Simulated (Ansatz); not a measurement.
# C5H6: up Jacob's ladder to CCSD(T)

An exercise on one series of results from a longer session: the logs are not shown, and one member is left open.

Computed with Ansatz 0.2.0, Gaussian basis. Level: functionals in def2-TZVPP, the program's frozen cores in correlated methods.

Levels to be run: LDA (SPW92), PBE-D4, revPBE-D4, BLYP-D4, r2SCAN-D4, B97M-V, PBE0-D4, B3LYP-D4, r2SCANh-D4, r2SCAN0-D4, HSE06-D4, BHLYP-D4, CAM-B3LYP-D4, LC-ωPBE, ωB97X-V, ωB97M-V, B2PLYP, PBE-QIDH; CCSD(T)/def2-SVP; CCSD(T)/def2-TZVPP; MP2/def2-QZVPP; extrapolation to the limit; RPA on PBE.

### The relaxed structure

An earlier PBE0-D4 in a triple-zeta def2 set relaxation fixed the geometry.

11 atoms, charge 0, spin multiplicity 1.

Atoms are counted from 1 here; the program's logs count them from 0.

Bond lengths: C1–C2 1.327 Å, C1–H6 1.082 Å, C1–H7 1.082 Å, C2–C3 1.430 Å, C2–C4 1.433 Å, C3–C4 1.317 Å, C3–H8 1.079 Å, C4–C5 1.466 Å, C5–H9 1.094 Å, C5–H10 1.090 Å, C5–H11 1.094 Å. Angles: C2–C1–H6 121.0°, C2–C1–H7 120.8°, H6–C1–H7 118.2°, C1–C2–C3 153.0°, C1–C2–C4 152.2°, C3–C2–C4 54.8°, C2–C3–C4 62.7°, C2–C3–H8 149.1°, C4–C3–H8 148.2°, C2–C4–C3 62.5°, C2–C4–C5 147.3°, C3–C4–C5 150.2°, C4–C5–H9 109.9°, C4–C5–H10 111.9°, C4–C5–H11 109.8°, H9–C5–H10 109.2°, H9–C5–H11 106.7°, H10–C5–H11 109.2°.

The first run:

in.yaml

```yaml
crystal:
  periodic: [false, false, false]
  atoms:
    - {symbol: C, position_ang: [-1.519058, 0.832051, 1.243629]}
    - {symbol: C, position_ang: [-0.599051, 0.009423, 0.756060]}
    - {symbol: C, position_ang: [0.170544, -1.195463, 0.772499]}
    - {symbol: C, position_ang: [0.397121, -0.348037, -0.209739]}
    - {symbol: C, position_ang: [1.120628, 0.021048, -1.429909]}
    - {symbol: H, position_ang: [-2.069002, 0.584037, 2.142197]}
    - {symbol: H, position_ang: [-1.739869, 1.770509, 0.751654]}
    - {symbol: H, position_ang: [0.407441, -2.135749, 1.244654]}
    - {symbol: H, position_ang: [1.634571, 0.975083, -1.282918]}
    - {symbol: H, position_ang: [1.849095, -0.737784, -1.717064]}
    - {symbol: H, position_ang: [0.412780, 0.167783, -2.250563]}
basis:
  gaussian: {orbitals: def2-TZVPP}
hamiltonian: {xc: lda}
output: {orbitals: {seedname: orbitals}}
```

Steps of the session up to this table: LDA; PBE-D4 (GGA); revPBE-D4 (GGA); BLYP-D4 (GGA); r2SCAN-D4 (meta-GGA); B97M-V (meta-GGA); PBE0-D4 (hybrid); B3LYP-D4 (hybrid); r2SCANh-D4 (hybrid); r2SCAN0-D4 (hybrid); HSE06-D4 (hybrid); BHLYP-D4 (hybrid); CAM-B3LYP-D4 (range-separated); LC-ωPBE (range-separated); ωB97X-V (range-separated); ωB97M-V (range-separated); B2PLYP (double hybrid); PBE-QIDH (double hybrid).

One table of the session follows, with a row left open; its other results are not shown here.

It belongs to the step «Frontier levels by functional». 

| functional | HOMO (eV) | gap (eV) |
| --- | --- | --- |
| LDA (SPW92) | -4.92 | 3.48 |
| PBE-D4 | -4.73 | 3.52 |
| revPBE-D4 | -4.67 | 3.53 |
| BLYP-D4 | -4.57 | 3.49 |
| r2SCAN-D4 | -4.85 | 3.91 |
| B97M-V | -4.83 | 4.00 |
| PBE0-D4 | -5.74 | 5.61 |
| B3LYP-D4 | ? | ? |
| r2SCANh-D4 | -5.24 | 4.69 |
| r2SCAN0-D4 | -5.83 | 5.85 |
| HSE06-D4 | -5.34 | 4.82 |
| BHLYP-D4 | -6.58 | 7.61 |
| CAM-B3LYP-D4 | -7.00 | 8.05 |
| LC-ωPBE | -8.33 | 10.60 |
| ωB97X-V | -7.95 | 10.13 |
| ωB97M-V | -7.87 | 9.91 |

Q: Estimate the row for B3LYP-D4 from the others.

Worked estimate for «HOMO (eV)». Against the share of exact exchange, BLYP-D4 (0, -4.57), BHLYP-D4 (0.5, -6.58) give a slope of -4.02 per unit share; at 0.2 the line stands at -5.37.

As computed: HOMO (eV): -5.53; gap (eV): 5.15. In «HOMO (eV)» the line misses by +0.16.
